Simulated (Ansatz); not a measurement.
Input (CCSDT(Q)/aug-cc-pV(D+d)Z; Ansatz, a first-principles code): A basis named .json is the Basis Set Exchange file of that set.

Ansatz 0.2 input:
```yaml
crystal:
  periodic: [false, false, false]
  atoms:
    - {symbol: C, position_ang: [0.24407126, 0.59991502, 1.70242955]}
    - {symbol: H, position_ang: [-0.67558731, 0.27853825, 2.17309507]}
    - {symbol: H, position_ang: [0.35189486, 1.66377684, 1.53764774]}
    - {symbol: H, position_ang: [1.14065692, 0.06574289, 1.98769304]}
    - {symbol: H, position_ang: [0.05693820, 0.13995127, 0.39715154]}
    - {symbol: Cl, position_ang: [-0.13754884, -0.33808820, -0.95942145]}
basis:
  gaussian:
    orbitals: aug-cc-pV_D+d_Z.json
magnetization: {spin_polarized: true, initial_magnetization: 1}
correlation: {method: ccsdt_q, electrons: outside_noble_gas}
```

Output:

```
Functional definition: HF
integrals: 0.23 GiB planned
1448 factors; integrals over basis functions are off by at most 1.8e-7 eV
mean field: 0.38 GiB planned
mean field evaluation 1: about -13594.6663 eV, gradient 1.3e1 eV
mean field evaluation 2: about -13594.6679 eV, gradient 1.3e1 eV
mean field evaluation 4: about -13595.9021 eV, gradient 1.7e0 eV
mean field evaluation 8: about -13595.9396 eV, gradient 1.3e-3 eV
mean field evaluation 16: about -13595.9343 eV, gradient 5.7e-1 eV
mean field evaluation 32: about -13593.2599 eV, gradient 1.4e0 eV
mean field evaluation 64: about -13593.1135 eV, gradient 3.7e-2 eV
mean field evaluation 96: about -13595.9371 eV, gradient 3.4e-1 eV
mean field evaluation 128: about -13589.1043 eV, gradient 5.6e-1 eV
mean field evaluation 160: about -13593.1133 eV, gradient 9.6e-3 eV
mean field -13595.93958518 eV, -499.6415640963 hartree, gradient 1.6e-6 eV, S^2 0.784422; 4 other end points of the search recorded, 0 dependent functions left out
determinant -13595.93958518 eV, -499.6415640963 hartree, with singles and doubles -13605.44952085 eV, -499.9910477865 hartree
determinant -13593.11331806 eV, -499.5377006954 hartree, with singles and doubles -13602.70674726 eV, -499.8902527159 hartree
6 core orbitals not correlated
reference -13595.93958518 eV, -499.6415640963 hartree; 8, 7 occupied and 77, 78 virtual orbitals, 1448 factors
second order -8.43754009 eV of doubles, -0.00000000 eV of singles
coupled cluster: 5.12 GiB planned
cycle   1  -9.20734624 eV  change   -7.7e-1 eV  update   7.8e-2
cycle   2  -9.66055742 eV  change   -4.5e-1 eV  update   3.2e-2
cycle   3  -9.82978906 eV  change   -1.7e-1 eV  update   1.8e-2
cycle   4  -9.80705422 eV  change    2.3e-2 eV  update   6.3e-3
cycle   5  -9.80761226 eV  change   -5.6e-4 eV  update   3.4e-3
cycle   6  -9.81130294 eV  change   -3.7e-3 eV  update   1.5e-3
cycle   7  -9.81139236 eV  change   -8.9e-5 eV  update   7.1e-4
cycle   8  -9.81160637 eV  change   -2.1e-4 eV  update   3.0e-4
cycle   9  -9.81180875 eV  change   -2.0e-4 eV  update   1.3e-4
cycle  10  -9.81172672 eV  change    8.2e-5 eV  update   5.1e-5
cycle  11  -9.81170812 eV  change    1.9e-5 eV  update   2.3e-5
cycle  12  -9.81172710 eV  change   -1.9e-5 eV  update   1.0e-5
cycle  13  -9.81172951 eV  change   -2.4e-6 eV  update   4.1e-6
cycle  14  -9.81173193 eV  change   -2.4e-6 eV  update   2.0e-6
cycle  15  -9.81173333 eV  change   -1.4e-6 eV  update   9.2e-7
cycle  16  -9.81173343 eV  change   -1.1e-7 eV  update   4.3e-7
perturbative correction -0.01732424 eV, -0.0006366541 hartree
Total energy: -13605.76864285 eV, -500.0027753036 hartree
```

The determinant is spin-contaminated: <S^2> is 0.78, 0.03 over the pure value.
